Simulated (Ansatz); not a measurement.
# One shape, several levels: NH3 (SMILES N)

We compute a comparison of 6 runs (B3LYP/3-21G, PBE/6-31G, revPBE/3-21G, MP2/6-31G, UMP2/3-21G, CCSD(T)/3-21G) of NH3. 

Program for the calculation: Ansatz 0.2.0.

68 further runs of the same task are left out: 68 set aside as unsound or not needed.

## Step 1: Starting point

NH3 has 4 atoms, charge 0, and is taken as a singlet. As SMILES, `N`. The H2–N1 distance was set to 2.025 Å, away from the relaxed value. At this shape a bond of the SMILES string is far longer than usual.

Bond lengths: N1–H3 1.013 Å, N1–H4 1.013 Å. Angles: H3–N1–H4 107.7°.

## Step 2: A single-point energy at B3LYP/3-21G (run 1)

The input, run.yaml:

```yaml
crystal:
  periodic: [false, false, false]
  atoms:
    - {symbol: N, position_ang: [-0.628275, 0.786154, -0.537288]}
    - {symbol: H, position_ang: [0.491930, -0.300470, 0.753380]}
    - {symbol: H, position_ang: [-1.452075, 0.242704, -0.763698]}
    - {symbol: H, position_ang: [-0.091925, 0.901574, -1.388438]}
basis:
  gaussian: {orbitals: 3-21G.json}
hamiltonian: {xc: {name: B3LYP}}
accuracy: high
```

The basis set 3-21G is read from a file made from the Basis Set Exchange's data (not shown).

Run with:

```sh
ansatz run run.yaml --threads 1 --pin off --max-ram 2610MiB --events-out events.jsonl --progress --plain --runs-dir runs
```

Standard output:

```text
Warning: RAYON_NUM_THREADS=1 ignored (pool sized by the plan → 1); use --threads N
Functional definition: B3LYP
  name "B3LYP"
  parameter a0 = 0.2
  parameter ax = 0.72
  parameter ac = 0.81
  exchange = (1 - a0 - ax)*slater_x + ax*b88_x + a0*exact_x
  correlation = (1 - ac)*vwn_rpa_c + ac*lyp_c
287 factors; integrals over basis functions are off by at most 5.2e-9 eV
mean field evaluation 1: about -1517.9304 eV, gradient 5.4e1 eV
mean field evaluation 2: about -1500.8824 eV, gradient 8.3e1 eV
mean field evaluation 4: about -1524.8678 eV, gradient 1.4e1 eV
mean field evaluation 8: about -1525.6223 eV, gradient 2.5e-1 eV
mean field evaluation 16: about -1525.6226 eV, gradient 4.5e-6 eV
mean field -1525.62262363 eV, -56.0655973143 hartree, gradient 4.8e-9 eV, S^2 0.000000; 0 other end points of the search recorded, 0 dependent functions left out
reference -1525.62264429 eV, -56.0655980736 hartree; 5, 5 occupied and 10, 10 virtual orbitals, 287 factors
Total energy: -1525.62264429 eV, -56.0655980736 hartree
```

Run time: 0.2 s. Hardware: 1 thread of AMD EPYC 9R45 (Zen 5), shared host.

## Step 3: A single-point energy at PBE/6-31G (run 2)

The input, run.yaml:

```yaml
basis:
  gaussian: {orbitals: 6-31G}
crystal:
  periodic: [false, false, false]
  atoms:
    - symbol: N
      position_ang: [-0.628275, 0.786154, -0.537288]
    - symbol: H
      position_ang: [0.491930, -0.300470, 0.753380]
    - symbol: H
      position_ang: [-1.452075, 0.242704, -0.763698]
    - symbol: H
      position_ang: [-0.091925, 0.901574, -1.388438]
accuracy: high
hamiltonian: {xc: pbe}
```

Run with:

```sh
ansatz run run.yaml --threads 1 --pin off --max-ram 2610MiB --events-out events.jsonl --progress --plain --runs-dir runs
```

Standard output:

```text
Warning: RAYON_NUM_THREADS=1 ignored (pool sized by the plan → 1); use --threads N
Functional definition: PBE
  name "PBE"
  parameter kappa = 0.804
  parameter beta = 0.06672455060314922
  exchange = pbe_x(kappa = kappa, mu = beta*pi^2/3)
  correlation = pbe_c(beta = beta)
349 factors; integrals over basis functions are off by at most 4.0e-9 eV
mean field evaluation 1: about -1519.6211 eV, gradient 6.7e1 eV
mean field evaluation 2: about -1485.9399 eV, gradient 1.1e2 eV
mean field evaluation 4: about -1527.8921 eV, gradient 2.8e1 eV
mean field evaluation 8: about -1531.9325 eV, gradient 1.2e-1 eV
mean field evaluation 16: about -1531.9276 eV, gradient 1.8e-6 eV
mean field -1531.92762995 eV, -56.2973020229 hartree, gradient 3.6e-8 eV, S^2 0.000000; 0 other end points of the search recorded, 0 dependent functions left out
reference -1531.92763168 eV, -56.2973020866 hartree; 5, 5 occupied and 10, 10 virtual orbitals, 349 factors
Total energy: -1531.92763168 eV, -56.2973020866 hartree
```

It took 0.18 s on 1 thread of AMD EPYC 9R45 (Zen 5), shared host.

Runs 3 to 5 aren't shown in full; the table further down has their settings and results.

## Step 4: A single-point energy at CCSD(T)/3-21G (run 6)

The input, input.yaml:

```yaml
crystal:
  periodic: [false, false, false]
  atoms:
    - {symbol: N, position_ang: [-0.628275, 0.786154, -0.537288]}
    - {symbol: H, position_ang: [0.491930, -0.300470, 0.753380]}
    - {symbol: H, position_ang: [-1.452075, 0.242704, -0.763698]}
    - {symbol: H, position_ang: [-0.091925, 0.901574, -1.388438]}
basis:
  gaussian: {orbitals: 3-21G.json}
scf: {omitted_lower_state_checks: [cluster_reference, increment]}
correlation: {method: ccsd_t, frozen_orbitals: {H: 0, "N": 1}}
accuracy: high
```

The basis set 3-21G is read from a file made from the Basis Set Exchange's data (not shown).

Run with:

```sh
ansatz run input.yaml --threads 1 --pin off --max-ram 2610MiB --events-out events.jsonl --progress --plain --runs-dir runs
```

Standard output:

```text
Warning: RAYON_NUM_THREADS=1 ignored (pool sized by the plan → 1); use --threads N
[... 12 lines left out ...]
1 core orbitals not correlated: weight in the atoms' cores, before any rotation towards them, 1.000 or more for the frozen orbitals, at most 0.000 for the correlated occupied ones
[... 26 lines left out ...]
WARN: these amplitudes may be one of several solutions (largest doubles amplitude 0.41, level shift 1.32 eV)
Total energy: -1520.13461271 eV, -55.8639166330 hartree
Checks for a lower state left out: cluster_reference, increment
```

Wall time 0.06 s (1 thread of AMD EPYC 9R45 (Zen 5), shared host).

## Step 5: Overview of the runs

```
run          level  frozen core orbitals  energy (Eh)  wall time
  1    B3LYP/3-21G                     –   -56.065598      0.2 s
  2      PBE/6-31G                     –   -56.297302     0.18 s
  3   revPBE/3-21G                     –   -56.056607     0.18 s
  4      MP2/6-31G                     1   -56.113369     0.06 s
  5     UMP2/3-21G                     1   -55.830952     0.06 s
  6  CCSD(T)/3-21G                     1   -55.863917     0.06 s
```

## Step 6: What came out

```
                                         quantity         value
                              run 6: total energy  -55.86392 Eh
run 6: correlation energy (1 core orbital frozen)    -193.7 mEh
                            run 6: (T) correction     -7.28 mEh
                             run 6: T1 diagnostic         0.032
```

What this shows: Totals of different functionals can't be ranked against each other. In run 6 the T1 diagnostic is large, so a single reference may not serve. In runs 4, 6 the log says that unrestricted orbitals would lower the reference, so the values rest on an unstable closed-shell determinant (other closed-shell runs at this shape may share the fault). In runs 1, 2, 3, 4, 6 a closed-shell determinant meets a far-stretched bond, which it describes badly. Spin contamination of the reference: run 5 ⟨S²⟩ = 0.89. Where it is this large, the reference is a mixture of spin states, and values that rest on it are in doubt. All runs together took 0.74 s, the longest 0.2 s.
